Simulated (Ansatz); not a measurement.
**C₂H₃F₃O: small, medium and large basis sets**

Aim: see how fast density functionals converge with the basis set for C₂H₃F₃O.

Computed with Ansatz 0.2.0, Gaussian basis. Level: one geometry, several basis sets.

The runs, in order: PBE0-D4/def2-SVP; ωB97M-V/def2-SVP; PBE0-D4/def2-QZVPP; ωB97M-V/def2-QZVPP; the functionals' def2-TZVPP values are taken from earlier runs.

**1. The geometry**

An earlier PBE0-D4 in a triple-zeta def2 set relaxation fixed the geometry.

SMILES `OCC(F)(F)F`, 9 atoms, charge 0, spin multiplicity 1.

Atoms are counted from 1 here; the program's logs count them from 0.

Bond lengths: O1–C2 1.394 Å, O1–H7 0.962 Å, C2–C3 1.515 Å, C2–H8 1.091 Å, C2–H9 1.097 Å, C3–F4 1.332 Å, C3–F5 1.345 Å, C3–F6 1.338 Å. Angles: C2–O1–H7 108.8°, O1–C2–C3 112.2°, O1–C2–H8 107.8°, O1–C2–H9 113.2°, C3–C2–H8 107.8°, C3–C2–H9 107.1°, H8–C2–H9 108.5°, C2–C3–F4 112.6°, C2–C3–F5 110.7°, C2–C3–F6 110.5°, F4–C3–F5 107.3°, F4–C3–F6 107.9°, F5–C3–F6 107.6°.

**2. PBE0-D4 in def2-SVP**

The input, in.yaml:

```yaml
crystal:
  periodic: [false, false, false]
  atoms:
    - {symbol: O, position_ang: [0.267255, -1.505986, -0.521930]}
    - {symbol: C, position_ang: [0.133572, -0.525941, 0.461052]}
    - {symbol: C, position_ang: [-0.345809, 0.793862, -0.107351]}
    - {symbol: F, position_ang: [-1.549425, 0.702624, -0.670528]}
    - {symbol: F, position_ang: [0.503048, 1.241077, -1.049589]}
    - {symbol: F, position_ang: [-0.409727, 1.722414, 0.853453]}
    - {symbol: H, position_ang: [0.947456, -1.231219, -1.143696]}
    - {symbol: H, position_ang: [-0.613281, -0.871763, 1.177073]}
    - {symbol: H, position_ang: [1.066901, -0.325078, 1.001515]}
basis:
  gaussian: {orbitals: def2-SVP}
hamiltonian: {xc: pbe0, dispersion: d4}
output: {orbitals: {seedname: orbitals}}
```

Started as:

```
ansatz run in.yaml --threads 4 --pin off --events-out ev --progress --plain --max-ram 10444MiB
```

After this run come: ωB97M-V in def2-SVP; PBE0-D4 in def2-QZVPP; ωB97M-V in def2-QZVPP.

Before running them: what should the planned runs give, taken together? Wanted: PBE0-D4: double and triple zeta above quadruple; ωB97M-V: double and triple zeta above quadruple.

As calculated:

| quantity | value |
| --- | --- |
| PBE0-D4: double and triple zeta above quadruple | 15.45, 0.64 eV |
| ωB97M-V: double and triple zeta above quadruple | 15.76, 0.61 eV |

In words: For PBE0-D4 the step from double to triple zeta gains 14.81 eV and the next only 0.64 eV. These are total energies; as a rule much of such shifts cancels in differences, which this series doesn't test. The LUMO of ωB97M-V is positive and keeps falling with the basis (3.29 to 1.69 eV): an unbound level that the basis holds in place.
